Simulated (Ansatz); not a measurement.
in.yaml

```yaml
crystal:
  periodic: [false, false, false]
  atoms:
    - {symbol: Ge, position_ang: [0.000000, 0.000000, 0.000000]}
    - {symbol: O, position_ang: [0.000000, 0.000000, 4.352000]}
basis:
  gaussian: {orbitals: cc-pVDZ}
correlation: {method: sc_nevpt2, electrons: outside_noble_gas, active_space: {window: {electrons: 6, orbitals: 5}}}
output: {forces: true}
```

```sh
$ ansatz run in.yaml --threads 1 --pin off --events-out ev --progress --plain --max-ram 2393MiB
```

Log:

```
457 factors; integrals over basis functions are off by at most 1.8e-4 eV
mean field evaluation 1: about -58472.6623 eV, gradient 6.8e1 eV
mean field evaluation 2: about -58472.6628 eV, gradient 6.8e1 eV
mean field evaluation 4: about -58474.2784 eV, gradient 6.1e1 eV
mean field evaluation 8: about -58474.2790 eV, gradient 6.1e1 eV
mean field evaluation 16: about -58501.7050 eV, gradient 6.0e-2 eV
mean field evaluation 32: about -58501.6549 eV, gradient 2.9e-6 eV
mean field evaluation 64: about -58501.5852 eV, gradient 3.8e-7 eV
mean field evaluation 96: about -58501.7050 eV, gradient 2.3e-2 eV
mean field evaluation 128: about -58501.2584 eV, gradient 7.0e0 eV
mean field evaluation 160: about -58501.7022 eV, gradient 1.8e-1 eV
mean field evaluation 192: about -58501.6406 eV, gradient 3.0e-2 eV
mean field evaluation 224: about -58501.5998 eV, gradient 2.5e-1 eV
mean field evaluation 256: about -58501.7047 eV, gradient 1.3e-1 eV
mean field evaluation 288: about -58501.6399 eV, gradient 2.9e-1 eV
mean field evaluation 320: about -58495.2158 eV, gradient 1.7e1 eV
mean field evaluation 352: about -58474.2471 eV, gradient 6.1e1 eV
mean field -58501.70503589 eV, -2149.8980061889 hartree, gradient 2.1e-6 eV, S^2 0.000000; 22 other end points of the search recorded, 0 dependent functions left out; unrestricted orbitals would lower it
reference -58501.70503589 eV, -2149.8980061889 hartree; 20, 20 occupied and 21, 21 virtual orbitals, 457 factors
state -58506.56694827 eV, -2150.0766781734 hartree
state -58506.56694827 eV, -2150.0766781734 hartree; corrected -58510.52117544 eV, -2150.2219933417 hartree
state -58502.71973873 eV, -2149.9352958308 hartree
state -58502.71973873 eV, -2149.9352958308 hartree; corrected -58506.65203948 eV, -2150.0798052179 hartree
state -58506.56694827 eV, -2150.0766781734 hartree; corrected -58510.52117544 eV, -2150.2219933417 hartree
state -58506.55709437 eV, -2150.0763160494 hartree
state -58506.55709437 eV, -2150.0763160494 hartree; corrected -58510.51089835 eV, -2150.2216156656 hartree
state -58506.56694827 eV, -2150.0766781734 hartree; corrected -58510.52117544 eV, -2150.2219933417 hartree
state -58502.73889984 eV, -2149.9359999883 hartree
state -58502.73889984 eV, -2149.9359999883 hartree; corrected -58506.56165827 eV, -2150.0764837695 hartree
state -58506.56694827 eV, -2150.0766781734 hartree; corrected -58510.52117544 eV, -2150.2219933417 hartree
1 active orbitals were swapped for others, from the solution at -58502.71943292 eV, -2149.9352845924 hartree to that at -58506.55709430 eV, -2150.0763160467 hartree; typed "places" are swapped only where nearly empty or full, and so, without "given_window_search", are "orbital_numbers", "shells" and a window whose orbitals a file names under [Active]
the orbitals are reached from a further start. From the first start the search ends at -58506.55709430 eV, -2150.0763160467 hartree
WARN: 1 active orbitals are nearly empty or full. The corrections depend on them more than the energy does, and are more stable in an active space without them
the calculation of the forces begins
Total energy: -58510.52117544 eV, -2150.2219933417 hartree
Atom 0 at     0.000000     0.000000     0.000000 Å, force     0.000000     0.000000     0.049772 eV/Å
Atom 1 at     0.000000     0.000000     4.352000 Å, force    -0.000000    -0.000000    -0.049772 eV/Å
Dipole moment:    -0.000000    -0.000000     0.018542 e Å
```

Natural occupations: 2.0000 1.0117 1.0117 0.9883 0.9883.

Forces (eV/Å):
```
Ge   0.000  0.000  0.050
O    0.000  0.000 -0.050
```

Ran on 1 thread of Intel Xeon 6975P-C, shared host: 14 s wall, 0.21 GiB peak host memory.
